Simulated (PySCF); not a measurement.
**Reproducing measurements on thiirane**

**What was measured.**

NIST CCCBDB Release 22 (SRD 101), experimental dipoles lists, for the gas: dipole moment (microwave Stark effect) 1.85 D.

NIST CCCBDB Release 22 (SRD 101), experimental polarizabilities lists, for the gas: mean polarisability 6.91 Å³.

The runs below try to reproduce these values; the comparison stands at the end.

Compound: thiirane, C2H4S.
Numbering: `[CH2:1]1[CH2:2][S:3]1` (hydrogens: H4, H5 on C1; H6, H7 on C2)

Cartesian coordinates in Å at the GFN2-xTB level; atoms count from 1:
```xyz
7
C2H4S angstrom
C      0.7406   -0.0702   -0.0437
C     -0.7393   -0.0456   -0.0766
S     -0.0045    1.1258    1.0751
H      1.2360   -0.9022    0.4382
H      1.2867    0.3577   -0.8734
H     -1.2333    0.3993   -0.9299
H     -1.2830   -0.8598    0.3833
```

The PySCF runs (gas phase, on this GFN2-xTB geometry; no spin–orbit coupling):

```json
{"level": "wB97X-D/def2-SVPD", "job": "8 singlets by full TDDFT, 3 Tamm–Dancoff triplets, polarisability", "basis functions": "99", "wall time": "4.0 s"}
```

Hardware: one thread, x86-64 server, shared host.

Results beside the measurements:

**Dipole moment.** Measured: 1.85 D (NIST CCCBDB Release 22 (SRD 101), experimental dipoles).

```tsv
level	computed (D)	computed − measured (D)	% (from the printed values)
wB97X-D/def2-SVPD	1.98	+0.13	+7
```

The computed dipoles belong to one fixed geometry; measured ones are averaged over vibrations unless marked μe. Magnitudes are compared, not signs.

**Mean polarisability.** Measured: 6.91 Å³ (NIST CCCBDB Release 22 (SRD 101), experimental polarizabilities).

```tsv
level	computed (Å³)	computed − measured (Å³)	% (from the printed values)
wB97X-D/def2-SVPD	6.36	-0.55	-8
```

The computed values are static and purely electronic, with core orbitals frozen in the response (1 au = 0.148185 Å³). The table of measured values doesn't say here whether a value is static or optical, or holds a vibrational part.

No measured geometry was used, and the causes of the misses weren't examined.
